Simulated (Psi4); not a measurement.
**CH2AlN (SMILES N#[C][AlH2]): TPSSh/aug-cc-pVDZ**

Aim: the vertical ionisation energy of CH2AlN at TPSSh/aug-cc-pVDZ, from 2 runs. 

Program for the calculation: Psi4 1.11.

## Step 1: The system as given

The species is CH2AlN (5 atoms), meant as a singlet with charge 0. As SMILES, `N#[C][AlH2]`. Geometry: relaxed at PBE0-D4/def2-TZVP.

Bond lengths: N1–C2 1.154 Å, C2–Al3 1.938 Å, Al3–H4 1.573 Å, Al3–H5 1.572 Å. Angles: N1–C2–Al3 180.0°, C2–Al3–H4 117.0°, C2–Al3–H5 117.0°, H4–Al3–H5 126.1°.

## Step 2: Energy and gradient at TPSSh/aug-cc-pVDZ

calc.dat

```
memory 1600 MB

molecule {
  0 1
  N      1.382300    -1.346000     1.394200
  C      0.714200    -0.698000     0.711800
  Al    -0.407200     0.390000    -0.434600
  H     -1.629700    -0.322900    -1.120200
  H     -0.009700     1.903200    -0.592600
  symmetry c1
}

set globals {
  basis aug-cc-pVDZ
  reference rks
  puream true
  e_convergence 1e-09
  d_convergence 1e-08
  scf_type pk
  dft_radial_points 99
  dft_spherical_points 590
}

e, wfn = gradient('tpssh', return_wfn=True)
oeprop(wfn, 'MULLIKEN_CHARGES', 'WIBERG_LOWDIN_INDICES', 'DIPOLE', title='TPSSH')
print_variables()
```

Run with:

```sh
psi4 -i calc.dat -o calc.out -n 1
```

calc.out:

```text
[...]
  Running in c1 symmetry.
[...]
  Nuclear repulsion =   69.014155576228063
[...]
  Multiplicity = 1
[...]
  Nalpha       = 14
  Nbeta        = 14
[...]
    Number of basis functions: 91
[...]
   @RKS iter   1:  -336.33109229375810   -6.43750e-01   5.81541e-03 ADIIS/DIIS
[...]
   @RKS iter  10:  -336.49613695610395   -3.01270e-12   5.16351e-09 DIIS
[...]
    Orbital Energies [Eh]
    ---------------------
    Doubly Occupied:
       1A    -55.976998     2A    -14.274768     3A    -10.140183
       4A     -4.130489     5A     -2.680067     6A     -2.671942
       7A     -2.669436     8A     -0.887772     9A     -0.504081
      10A     -0.389943    11A     -0.345519    12A     -0.338896
      13A     -0.335247    14A     -0.317297
[...]
  @RKS Final Energy:  -336.49613695610395
   => Energetics <=
    Nuclear Repulsion Energy =             69.0141555762280632
    One-Electron Energy =                -600.1335574044428540
    Two-Electron Energy =                 223.2461896539589645
    DFT Exchange-Correlation Energy =     -28.6229247818480808
    Empirical Dispersion Energy =           0.0000000000000000
    VV10 Nonlocal Energy =                  0.0000000000000000
    Total Energy =                       -336.4961369561039533
[...]
  -Total Gradient:
     Atom            X                  Y                   Z
    ------   -----------------  -----------------  -----------------
       1       -0.021657273426     0.021009023160    -0.022127383956
       2        0.018088110940    -0.017552921142     0.018482332775
       3        0.002829286916    -0.002734172777     0.002891900343
       4        0.000987076964     0.000483444153     0.000578660839
       5       -0.000246010127    -0.001206542406     0.000175749924
[...]
 Multipole Moments:
 ------------------------------------------------------------------------------------
     Multipole            Electronic (a.u.)      Nuclear  (a.u.)        Total (a.u.)
 ------------------------------------------------------------------------------------
 L = 1.  Multiply by 2.5417464519 to convert [e a0] to [Debye]
 Dipole X            :          0.6572989           -1.4258200           -0.7685212
 Dipole Y            :         -0.6375559            1.3831863            0.7456304
 Dipole Z            :          0.6724369           -1.4576532           -0.7852163
 Magnitude           :                                                    1.3278381
[...]
  Mulliken Charges: (a.u.)
   Center  Symbol    Alpha    Beta     Spin     Total
       1     N     3.56261  3.56261  0.00000 -0.12521
       2     C     3.13229  3.13229  0.00000 -0.26459
       3    AL     6.33462  6.33462  0.00000  0.33077
       4     H     0.48525  0.48525  0.00000  0.02951
       5     H     0.48524  0.48524  0.00000  0.02953
   Total alpha = 14.00000, Total beta = 14.00000, Total charge = -0.00000
  Wiberg Bond Indices using Orthogonal Lowdin Orbitals:
[...]
```

It took 26 s on 1 thread of Intel Xeon 6975P-C (Granite Rapids), shared host; peak memory 1 GiB.

## Step 3: The doublet cation, same level

calc.py

```python
import psi4

psi4.set_memory(1600000000)
psi4.set_num_threads(1)
psi4.set_output_file('run.log', False)

m = psi4.geometry("""
1 2
N      1.382300    -1.346000     1.394200
C      0.714200    -0.698000     0.711800
Al    -0.407200     0.390000    -0.434600
H     -1.629700    -0.322900    -1.120200
H     -0.009700     1.903200    -0.592600
units angstrom
symmetry c1
""")

options = {'basis': 'aug-cc-pVDZ', 'reference': 'uks', 'puream': True, 'e_convergence': 1e-09, 'd_convergence': 1e-08, 'scf_type': 'pk', 'dft_radial_points': 99, 'dft_spherical_points': 590, 'maxiter': 200}
psi4.set_options(options)

E = psi4.gradient('TPSSH', molecule=m)
print('gradient / Eh bohr^-1')
print(E.np.round(6))
```

Run with:

```sh
python calc.py
```

run.log:

```text
[...]
  Running in c1 symmetry.
[...]
  Nuclear repulsion =   69.014155576228063
[...]
  Multiplicity = 2
[...]
  Nalpha       = 14
  Nbeta        = 13
[...]
    Number of basis functions: 91
[...]
   @UKS iter   1:  -335.88001495781651   -1.92672e-01   5.89555e-03 ADIIS/DIIS
[...]
   @UKS iter  15:  -336.07920121882069   -1.25056e-11   7.19208e-09 DIIS
[...]
   @S^2 Observed:                7.650779438E-01
[...]
    Orbital Energies [Eh]
    ---------------------
    Alpha Occupied:
       1A    -56.246100     2A    -14.539056     3A    -10.398414
       4A     -4.396099     5A     -2.944382     6A     -2.938093
       7A     -2.936657     8A     -1.153441     9A     -0.751429
      10A     -0.655734    11A     -0.617020    12A     -0.591474
      13A     -0.580612    14A     -0.576590
    Alpha Virtual:
      15A     -0.325862    16A     -0.266638    17A     -0.222387
      18A     -0.205459    19A     -0.192519    20A     -0.144633
      21A     -0.121841    22A     -0.109995    23A     -0.098394
      24A     -0.093092    25A     -0.090279    26A     -0.059079
[...]
  @UKS Final Energy:  -336.07920121882069
   => Energetics <=
    Nuclear Repulsion Energy =             69.0141555762280632
    One-Electron Energy =                -592.9074583253764104
    Two-Electron Energy =                 216.1482514439103113
    DFT Exchange-Correlation Energy =     -28.3341499135827064
    Empirical Dispersion Energy =           0.0000000000000000
    VV10 Nonlocal Energy =                  0.0000000000000000
    Total Energy =                       -336.0792012188206854
[...]
 Multipole Moments:
 ------------------------------------------------------------------------------------
     Multipole            Electronic (a.u.)      Nuclear  (a.u.)        Total (a.u.)
 ------------------------------------------------------------------------------------
 L = 1.  Multiply by 2.5417464519 to convert [e a0] to [Debye]
 Dipole X            :          0.1077588           -1.4258200           -1.3180612
 Dipole Y            :         -0.1047731            1.3831863            1.2784132
 Dipole Z            :          0.1107265           -1.4576532           -1.3469267
 Magnitude           :                                                    2.2772433
[...]
  -Total Gradient:
     Atom            X                  Y                   Z
    ------   -----------------  -----------------  -----------------
       1       -0.048341798074     0.046887012398    -0.049382685200
       2        0.048229517728    -0.046775341534     0.049270072707
       3       -0.011417002670     0.011062242218    -0.011671253070
       4        0.012744756679     0.004001547897     0.008166162090
       5       -0.001213543589    -0.015177347333     0.003619729994
[...]
```

Standard output:

```text
gradient / Eh bohr^-1
[[-0.048342  0.046887 -0.049383]
 [ 0.04823  -0.046775  0.04927 ]
 [-0.011417  0.011062 -0.011671]
 [ 0.012745  0.004002  0.008166]
 [-0.001214 -0.015177  0.00362 ]]
```

It took 48 s on 1 thread of Intel Xeon 6975P-C (Granite Rapids), shared host; peak memory 1 GiB.

## Step 4: Summary of results

At TPSSh/aug-cc-pVDZ:

| quantity | value |
| --- | --- |
| singlet CH2AlN: total energy | -336.49614 Eh |
| singlet CH2AlN: dipole moment | 3.38 D |
| singlet CH2AlN: HOMO energy | -8.63 eV |
| singlet CH2AlN: LUMO energy | -2.92 eV |
| singlet CH2AlN: HOMO–LUMO gap | 5.72 eV |
| singlet CH2AlN: largest force on an atom | 1.924 eV/Å |
| doublet cation: total energy | -336.07920 Eh |
| doublet cation: HOMO energy (highest over α and β) | -15.32 eV |
| doublet cation: LUMO energy (lowest over α and β) | -14.06 eV |
| doublet cation: ⟨S²⟩ | 0.765 |
| doublet cation: largest force on an atom | 4.294 eV/Å |
| vertical ionisation energy (to the doublet cation) | 11.345 eV |

The vertical ionisation energy comes to 11.35 eV (1095 kJ/mol). The largest force (singlet CH2AlN) is 1.92 eV/Å: the shape isn't a stationary point for this species at this level. The negative HOMO energy of the first species, 8.63 eV, lies 2.71 eV below that difference.
